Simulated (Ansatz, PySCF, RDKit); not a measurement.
Noncovalent pair: CH5N (SMILES CN) (first 7 atoms) with CH5N (SMILES CN); geometry from S66by8 set.
(charge 0, multiplicity 1):
```tsv
atom	x (Å)	y (Å)	z (Å)
N	-1.7292	0.2622	-0.6586
H	-0.9006	-0.3226	-0.7090
H	-2.3911	-0.1274	-1.3169
C	-2.2893	0.1827	0.6888
H	-3.1833	0.8006	0.7500
H	-2.5533	-0.8245	1.0263
H	-1.5709	0.5900	1.3979
N	1.9003	-0.7557	-0.4518
H	2.1965	-0.4812	-1.3798
H	2.5238	-1.5034	-0.1766
C	2.0605	0.3795	0.4619
H	1.7903	0.0648	1.4675
H	3.0679	0.8013	0.4989
H	1.3680	1.1653	0.1692
```

Counterpoise-corrected where a basis set is named; no monomer relaxation. RDKit's UFF carries no charges.

Correlated levels freeze the cores.

The values were computed with Ansatz (a quantum-chemistry and plane-wave program); PySCF for the dispersion terms; RDKit for the force fields. Values without a source in brackets are computed.

**Question.** Predict the interaction energy from UFF.

**Answer.** -4 kJ/mol
